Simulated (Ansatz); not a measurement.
Ansatz (a quantum-chemistry and plane-wave program) input:

Ansatz 0.2 input:
```yaml
crystal:
  periodic: [false, false, false]
  atoms:
    - {symbol: C, position_ang: [0.03618760, 0.60041534, 0.01001252]}
    - {symbol: N, position_ang: [0.01219895, -0.81758933, 0.09244576]}
    - {symbol: H, position_ang: [-0.95471660, 1.16629571, 0.01500298]}
    - {symbol: H, position_ang: [-0.48780604, -1.15122848, -0.74120501]}
    - {symbol: H, position_ang: [0.56688663, 1.01658913, 0.88942020]}
    - {symbol: H, position_ang: [0.57311778, 1.08897690, -0.87041363]}
basis:
  gaussian:
    orbitals: aug-cc-pVTZ
total_charge: -1
magnetization: {spin_polarized: false}
correlation: {method: ccsd_t, electrons: outside_noble_gas}
```

Q: Which total energy does the run end on?

A: -95.04922 Eh (CCSD(T)/aug-cc-pVTZ). The basis has 184 functions. The run takes very roughly 24 core-seconds.

It need not be the lowest isomer of its formula. Whether it binds its extra electron was not tested at this geometry.
